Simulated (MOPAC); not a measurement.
MOPAC input (MNDO):

```
MNDO 1SCF GEO-OK AUX(PRECISION=9) THREADS=1
H3P

P     0.00293147 1    0.00160888 1    0.12817703 1
H    -0.00384980 1    1.18388197 1   -0.65609339 1
H     1.01199153 1   -0.61366513 1   -0.65676338 1
H    -1.05211382 1   -0.59435001 1   -0.60979871 1
```

From the last part of the output:

```
                                                       MOPAC v23.2.5 Linux

          FINAL HEAT OF FORMATION =          9.33551 KCAL/MOL =      39.05979 KJ/MOL

          COSMO AREA              =         62.24 SQUARE ANGSTROMS
          COSMO VOLUME            =         44.51 CUBIC ANGSTROMS

          IONIZATION POTENTIAL    =         11.475807 EV
          HOMO LUMO ENERGIES (EV) =        -11.476  1.498
          NO. OF FILLED LEVELS    =          4
          MOLECULAR WEIGHT        =         33.9975         POINT GROUP:  C3v

          MOLECULAR DIMENSIONS (Angstroms)

            Atom       Atom       Distance
            H     4    H     3     2.06473
            H     3    H     2     1.78811
            H     2    P     1     0.76932

          SCF CALCULATIONS        =          1

   ATOM   CHEMICAL          X               Y               Z
  NUMBER   SYMBOL      (ANGSTROMS)     (ANGSTROMS)     (ANGSTROMS)

     1       P          0.00293147  *   0.00160888  *   0.12817703  *
     2       H         -0.00384980  *   1.18388197  *  -0.65609339  *
     3       H          1.01199153  *  -0.61366513  *  -0.65676338  *
     4       H         -1.05211382  *  -0.59435001  *  -0.60979871  *

                             CARTESIAN COORDINATES

   1    P        0.002931470     0.001608880     0.128177030
   2    H       -0.003849800     1.183881970    -0.656093390
   3    H        1.011991530    -0.613665130    -0.656763380
   4    H       -1.052113820    -0.594350010    -0.609798710

           Empirical Formula: H3 P  =     4 atoms

      MOLECULAR POINT GROUP   :   C3v

                  EIGENVALUES
 -21.43770 -13.64563 -13.64563 -11.47581   1.49793   1.51979   1.51979

              NET ATOMIC CHARGES AND DIPOLE CONTRIBUTIONS

  ATOM NO.   TYPE          CHARGE      No. of ELECS.   s-Pop       p-Pop
    1          P           0.248652        4.7513     1.81578     2.93557
    2          H          -0.082884        1.0829     1.08288
    3          H          -0.082884        1.0829     1.08288
    4          H          -0.082884        1.0829     1.08288
 DIPOLE           X         Y         Z       TOTAL
 POINT-CHG.     0.021     0.012     0.919     0.919
 HYBRID        -0.048    -0.026    -2.086     2.087
 SUM           -0.027    -0.015    -1.168     1.168

          ATOMIC ORBITAL ELECTRON POPULATIONS

     Atom    s        px        py        pz
    1  P   1.81578   0.91375   0.91368   1.10814
    2  H   1.08288
    3  H   1.08288
    4  H   1.08288

 **********************
 *                    *
 * JOB ENDED NORMALLY *
 *                    *
 **********************

 == MOPAC DONE ==
```
